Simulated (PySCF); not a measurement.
Species: C2HN (triplet state).
SMILES with atom numbers: `[CH:1][C:2]#[N:3]` (hydrogens: H4 on C1)

Method used: UKS B3LYP, pcH-1 on C H N, non-relativistic, mean-field spin-orbit, GIAO (PySCF 2.14.0). Geometry: GFN2-xTB; no solvent, vibrations or thermal averaging. This triplet need not be the ground state; the singlet was not compared here. The geometry wasn't refined by DFT: couplings that depend on bond lengths, twists or pyramidal angles can differ widely from those at the functional's own minimum.

(1) The isotropic 13C couplings are +68.1, -62.8 MHz. Assign them to C1; C2.

## Answers

(1) 
| site | a_iso (MHz) | ρ(0) (bohr⁻³) | position | distance from C1 (Å) | spin population | largest \|T\| (MHz) |
| --- | --- | --- | --- | --- | --- | --- |
| C1 | +68.1 | +0.1211 | largest spin population | 0.00 | +1.49 | 62.1 |
| C2 | -62.8 | -0.1117 | 1 bond from N3 | 1.27 | -0.46 | 25.5 |

ρ(0) is the spin density at the nucleus and T the dipolar tensor. The largest Mulliken spin populations are on C1 (+1.49), N3 (+1.03), C2 (-0.46) and H4 (-0.06). The positive populations add up to 2.52 and the negative ones to -0.52, together 2S = 2. Main spin sites, with 60 % or more of the largest population: C1, N3; positions count bonds from the nearest.

Cost: about 16 s of CPU time on one thread (with the writing of density and orbital grids); the machine was shared, so the figure is rough.
